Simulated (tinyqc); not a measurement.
Inside a calculation. Method: ROHF in the sto-3g basis, for LiH, spin multiplicity 3. One step of it, computed by the program tinyqc.

Task: Orthogonalisation. S = U s U^T; symmetric (Loewdin) form X = U s^(-1/2) U^T, so that X^T S X = 1.

overlap S, order 1Li 1s, 1Li 2s, 1Li 2px, 1Li 2py, 1Li 2pz, 2H 1s:
```
[[1.000000, 0.241137, 0.000000, 0.000000, 0.000000, 0.035034],
 [0.241137, 1.000000, 0.000000, 0.000000, 0.000000, 0.323089],
 [0.000000, 0.000000, 1.000000, 0.000000, 0.000000, 0.000000],
 [0.000000, 0.000000, 0.000000, 1.000000, 0.000000, 0.000000],
 [0.000000, 0.000000, 0.000000, 0.000000, 1.000000, 0.447912],
 [0.035034, 0.323089, 0.000000, 0.000000, 0.447912, 1.000000]]
```

Give: eigenvalues of S; X.

Result:

eigenvalues of S: [0.436, 0.802, 1.000, 1.000, 1.179, 1.583]

X, order 1Li 1s, 1Li 2s, 1Li 2px, 1Li 2py, 1Li 2pz, 2H 1s:
```
[[1.023, -0.130, 0.000, 0.000, -0.007, 0.017],
 [-0.130, 1.076, 0.000, 0.000, 0.072, -0.206],
 [0.000, 0.000, 1.000, 0.000, 0.000, 0.000],
 [0.000, 0.000, 0.000, 1.000, 0.000, 0.000],
 [-0.007, 0.072, 0.000, 0.000, 1.098, -0.281],
 [0.017, -0.206, 0.000, 0.000, -0.281, 1.149]]
```
